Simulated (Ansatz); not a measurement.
Consider the atomization: `CCSC=S` → 3 C• + 6 H• + 2 S•.

Calculated with Ansatz (gas phase, PBE0-D4/def2-TZVP geometries, no zero-point term in ΔE). CBS: MP2 limit from def2 TZ/QZ plus the TZ coupled-cluster correction, frozen cores. This one scheme is used for every species, atoms too. DFT in def2-TZVPP. No spin–orbit coupling; open shells (•) take unrestricted orbitals. Spin–orbit coupling would lower the free atoms: a little for C, S. One conformer a species, not always the lowest.

`CCSC=S`:

Z-matrix (Å, degrees):
```
C
C 1 1.515
H 1 1.092 2 111.3
H 1 1.093 2 110.3 3 -119.8
H 1 1.091 2 111.0 3 120.1
S 2 1.812 1 113.7 3 -62.2
H 2 1.092 1 111.2 3 -179.8
H 2 1.092 1 112.1 3 60.5
C 6 1.713 2 101.9 1 77.6
S 9 1.617 6 125.1 2 -177.7
H 9 1.094 6 113.3 2 3.2
```

CCSD(T)/CBS gives +4110.0 kJ/mol.

Q: Another level gave +4133.3 kJ/mol. Which?
A. PBE/def2-TZVPP
B. HF/def2-TZVPP
C. ωB97M-V/def2-TZVPP
D. MP2/def2-TZVPP

A: C. ωB97M-V 4133.3, PBE 4216.4, HF/def2-TZVPP 2945.5, MP2/def2-TZVPP 4069.9 kJ/mol.

Largest T1 diagnostic among the species: 0.015.

The D4 term adds +41.4 kJ/mol with B3LYP and +21.7 kJ/mol with PBE0; it sums over pairs of atoms, weighted by their polarisabilities, and B3LYP, whose exchange is more repulsive, gets the larger term. In def2-TZVPP, CCSD(T) changes the Hartree–Fock value by +1053.9 kJ/mol (the triples alone add +78.9 kJ/mol) and MP2 by +1124.4 kJ/mol; breaking electron pairs costs correlation energy, which Hartree–Fock lacks. From PBE to PBE0 (25 % exact exchange), in def2-TZVPP and without D4, ΔE moves by −81.4 kJ/mol: exact exchange takes away binding that semilocal exchange gives to molecules.

B3LYP here is the variant with VWN-RPA as its local correlation; programs differ in this.

For atomizations the MP2-based limit and the directly extrapolated one differ by several kJ/mol either way, and by 10 to 25 for some Ge, Se and Sn compounds, so smaller differences from it don't rank the levels.
